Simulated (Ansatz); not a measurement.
**Relative stability**

Two relaxed structures of CH3BN (charge +1), closed shell (PBE0-D4/def2-TZVP; forces vanish, vibrations not checked).

A:

```
atom    x (Å)    y (Å)    z (Å)
  B1  -0.8257   0.2841  -0.7162
  C2   1.0949  -0.3768   0.9497
  N3   0.2627  -0.0905   0.2280
  H4  -1.2682  -0.6103  -1.3491
  H5  -1.1141   1.4301  -0.7172
  H6   1.8855  -0.6488   1.6353
```

B:

```
6
angstrom
B -0.8517 0.2930 -0.7389
C 0.3021 -0.1039 0.2614
N 1.1342 -0.3898 0.9831
H -1.3057 -0.5917 -1.3799
H -1.1522 1.4373 -0.7513
H 1.8734 -0.6449 1.6256
```

Computed with Ansatz 0.2.0 (basis: def2-TZVPP); correlated methods freeze the cores. B3LYP uses VWN-RPA correlation.

Which structure is lower at CCSD(T), and by how much? (To be estimated.)

The calculation gives: A, by 0.356 eV (electronic energy, against the other). By their contacts, A is CH₃BN ([BH2][N][CH]), total charge +1 and B is CH₃BN ([BH2][C][NH]), total charge +1.

All methods give the same order:

```json
{"method": "PBE-D4", "E(B) − E(A) (eV)": "0.319"}
{"method": "r2SCAN-D4", "E(B) − E(A) (eV)": "0.343"}
{"method": "PBE0-D4", "E(B) − E(A) (eV)": "0.326"}
{"method": "B3LYP-D4", "E(B) − E(A) (eV)": "0.364"}
{"method": "wB97M-V", "E(B) − E(A) (eV)": "0.334"}
{"method": "HF", "E(B) − E(A) (eV)": "0.405"}
{"method": "MP2", "E(B) − E(A) (eV)": "0.388"}
{"method": "CCSD", "E(B) − E(A) (eV)": "0.358"}
{"method": "CCSD(T)", "E(B) − E(A) (eV)": "0.356"}
```

No T1 diagnostic of these runs exceeds 0.014.

Labels in which every atom is bracketed show which atoms are joined, not bond orders.

For scale, one of the runs: CCSD(T)/def2-TZVPP, 135 basis functions, launched by `ansatz run in.yaml --threads 2 --pin off --events-out ev --progress --plain --max-ram 4352MiB`. The run took 3.8 s on 2 CPU threads of an INTEL XEON PLATINUM 8581C (shared host), with 0.73 GiB of host memory at its peak.
